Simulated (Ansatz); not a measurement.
Barrier CH4 (SMILES C) + HN via CH5N, on the benchmark's geometries as Psi4's copy gives them; open shells unrestricted, no zero-point energy, no spin–orbit coupling.
Transition structure (charge 0, multiplicity 3):
```xyz
7

C     -1.1996    -0.0111     0.0000
N      1.4007     0.1299     0.0000
H     -1.4267    -0.5129     0.9331
H     -1.4199    -0.5914    -0.8881
H     -1.5202     1.0228    -0.0458
H      0.1889     0.1269     0.0010
H      1.5703    -0.8877    -0.0001
```

Frozen-core correlation. MP2 and its Hartree–Fock in aug-cc-pVQZ are density fitted.

The values were computed with Ansatz (Gaussian orbitals). Values without a source in brackets are computed.

The barrier height is − E(CH4) − E(HN) + E(TS). Total energies (hartree):

```
level                        CH4           HN           TS
-------------------  -----------  -----------  -----------
HF/aug-cc-pVTZ       -40.2136260  -54.9825438  -95.1332604
MP2/aug-cc-pVTZ      -40.4144545  -55.1220581  -95.4981709
HF/aug-cc-pVQZ       -40.2162651  -54.9855563  -95.1388093
MP2/aug-cc-pVQZ      -40.4273326  -55.1344639  -95.5237569
CCSD(T)/aug-cc-pVTZ  -40.4409156  -55.1451191  -95.5503309
```

Task: Work out the barrier height at the basis-set limit: extrapolate the MP2 correlation part as X⁻³, take Hartree–Fock from the larger set, and add the CCSD(T) − MP2 difference of aug-cc-pVTZ.

Result: 
1. Differences (1 hartree = 627.509 kcal/mol): HF/aug-cc-pVTZ 39.476; MP2/aug-cc-pVTZ 24.060; HF/aug-cc-pVQZ 39.541; MP2/aug-cc-pVQZ 23.870; CCSD(T)/aug-cc-pVTZ 22.404.
2. Correlation parts, MP2 less HF: -15.416 in aug-cc-pVTZ (X = 3), -15.670 in aug-cc-pVQZ (X = 4).
3. Limit (4³·(-15.670) − 3³·(-15.416))/(4³ − 3³) = -15.856; with HF/aug-cc-pVQZ it gives 23.685.
4. CCSD(T) less MP2 in aug-cc-pVTZ: -1.655.
Result: 22.03 kcal/mol, against 24.06 at MP2/aug-cc-pVTZ. It is an estimate of this method's limit, not of the exact value.

Ansatz is a first-principles code.
